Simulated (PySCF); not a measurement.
Electric properties by functional and basis

Allyl fluoride, C₃H₅F.
Structure used (PBE0-D3(BJ)/def2-SVP), in Å, numbered top down from 1:
```xyz
9
C3H5F angstrom
C      1.1978    0.6689    0.2391
C      0.3494   -0.0740   -0.4683
C     -1.0039   -0.4840    0.0046
F     -1.2775   -0.0066    1.2562
H      0.9274    1.0264    1.2357
H      2.1804    0.9395   -0.1540
H      0.6209   -0.4363   -1.4673
H     -1.7801   -0.1155   -0.6927
H     -1.0817   -1.5877    0.0210
```

PySCF, dipoles from the SCF density, polarisabilities from static response with core orbitals frozen. One conformer (not necessarily the lowest) at the PBE0-D3(BJ)/def2-SVP geometry, without solvent, vibrations or thermal averaging.

How do dipole and polarisability depend on functional and basis here?

| level | μ (D) | α (Å³) | anisotropy (Å³) |
| --- | --- | --- | --- |
| wB97X-D/def2-SVPD | 1.751 | 5.87 | 2.52 |
| LC-wPBE/def2-SVPD | 1.788 | 5.73 | 2.50 |
| PBE0/6-31G* | 1.555 | 4.68 | 3.26 |
| PBE0/def2-SVP | 1.638 | 4.87 | 3.15 |
| PBE0/6-31+G* | 1.803 | 5.46 | 2.73 |
| PBE0/aug-cc-pVDZ | 1.685 | 6.03 | 2.58 |
| PBE0/def2-TZVP | 1.656 | 5.59 | 2.88 |
| PBE0/def2-TZVPD | 1.674 | 6.02 | 2.58 |
| PBE0/aug-cc-pVTZ | 1.675 | 6.06 | 2.58 |

The anisotropy is √(½[(α1 − α2)² + (α2 − α3)² + (α3 − α1)²]). The dipole runs from 1.55 D (PBE0/6-31G*) to 1.80 D (PBE0/6-31+G*). No reference polarisability is at hand; against PBE0 in the largest diffuse basis at hand (aug-cc-pVTZ) the other PBE0 rows deviate by 6-31G* -23%, def2-SVP -20%, 6-31+G* -10%, aug-cc-pVDZ -1%, def2-TZVP -8%, def2-TZVPD -1%. With PBE0 the polarisability is 5.04 Å³ without diffuse functions (mean of 6-31G*, def2-SVP and def2-TZVP) and 5.89 Å³ with them (mean of 6-31+G*, aug-cc-pVDZ, def2-TZVPD and aug-cc-pVTZ).
